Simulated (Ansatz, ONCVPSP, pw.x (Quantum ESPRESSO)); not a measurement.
What a changed setting does to a pw.x run (fcc Sr)

Potential: optimised norm-conserving Vanderbilt (ONCV), ONCVPSP 4.0.1.1 (patched build), PBE; core [Ar] 3d10, reference 4s2 4p6 5s2; waves: 4s+5s: rc 2.55 bohr, ncon 4, nbas 8, qcut 3.8 1/bohr, 3 projectors, debl 2 Ha; 4p: rc 2.55 bohr, ncon 4, nbas 7, qcut 5.9 1/bohr, 1 projector; d scattering state at 0.17 Ha: rc 2.00 bohr, ncon 4, nbas 8, qcut 5.7 1/bohr, local; local part: the d channel; core correction: Teter function, fcfact 5, rcfact 1.2. In the d channel the program set the typed energies aside and used 0.050 Ha.

The reference run (k-mesh 10³, cutoffs 50/200 Ry, Fermi–Dirac 0.01 Ry, mixing_beta 0.4, conv_thr 1e-9, no spin) gives -0.02 GPa at 55.145 Å³/atom, where all-electron LAPW gives 0.01 GPa. This run, with its own iteration cap, changes smearing to mp.

```
&control
  calculation='scf', prefix='x', pseudo_dir='./', outdir='./tmp', tstress=.true., disk_io='none'
/
&system
  ibrav=0, nat=1, ntyp=1, ecutwfc=50, ecutrho=200, nbnd=12,
  occupations='smearing', smearing='mp', degauss=0.01
/
&electrons
  conv_thr=1e-09, mixing_beta=0.4, electron_maxstep=60
/
ATOMIC_SPECIES
Sr 1.0 Sr.UPF
CELL_PARAMETERS angstrom
  0.00000000 3.02105558 3.02105558
  3.02105558 0.00000000 3.02105558
  3.02105558 3.02105558 0.00000000
ATOMIC_POSITIONS crystal
Sr 0.0000 0.0000 0.0000
K_POINTS automatic
10 10 10 0 0 0
```

```bash
pw.x < Sr.scf.in > Sr.scf.out
```

Task: How does the run end?

Result: It converges in 7 iterations; the free energy moves by +41.5 meV/atom and the pressure by -0.08 GPa. This scheme is built to cancel the term in the square of the width that Fermi–Dirac smearing leaves in the F of a metal.

```
Message from routine setup:
     using ibrav=0 with symmetry is DISCOURAGED, use correct ibrav instead
     lattice parameter (alat)  =       8.0737  a.u.
     unit-cell volume          =     372.1369 (a.u.)^3
     number of electrons       =        10.00
     number of Kohn-Sham states=           12
     kinetic-energy cutoff     =      50.0000  Ry
     charge density cutoff     =     200.0000  Ry
     scf convergence threshold =      1.0E-09
     Exchange-correlation= PBE
     number of k points=    47  Methfessel-Paxton smearing, width (Ry)=  0.0100
     iteration #  1     ecut=    50.00 Ry     beta= 0.40
     total energy              =     -66.60767490 Ry
     estimated scf accuracy    <       0.00147607 Ry
     iteration #  2     ecut=    50.00 Ry     beta= 0.40
     total energy              =     -66.60782744 Ry
     estimated scf accuracy    <       0.00050872 Ry
     iteration #  3     ecut=    50.00 Ry     beta= 0.40
     total energy              =     -66.60784992 Ry
     estimated scf accuracy    <       0.00001289 Ry
     iteration #  4     ecut=    50.00 Ry     beta= 0.40
     total energy              =     -66.60785244 Ry
     estimated scf accuracy    <       0.00000034 Ry
     iteration #  5     ecut=    50.00 Ry     beta= 0.40
     total energy              =     -66.60785251 Ry
     estimated scf accuracy    <       0.00000016 Ry
     iteration #  6     ecut=    50.00 Ry     beta= 0.40
     total energy              =     -66.60785251 Ry
     estimated scf accuracy    <       0.00000001 Ry
     iteration #  7     ecut=    50.00 Ry     beta= 0.40
     the Fermi energy is     5.0083 ev
!    total energy              =     -66.60785251 Ry
     estimated scf accuracy    <          1.7E-10 Ry
     smearing contrib. (-TS)   =      -0.00029055 Ry
     The total energy is F=E-TS. E is the sum of the following terms:
     one-electron contribution =     -27.76019650 Ry
     hartree contribution      =      14.84056429 Ry
     xc contribution           =     -13.53301598 Ry
     ewald contribution        =     -40.15491379 Ry
     convergence has been achieved in   7 iterations
          total   stress  (Ry/bohr**3)                   (kbar)     P=       -1.07
     Message from routine punch:
     Nothing written, as per user request (disk_io='none')
```

The run took about 15 s on one core of a shared host (Neoverse-V2, 96 threads, 742 GiB, load 58).
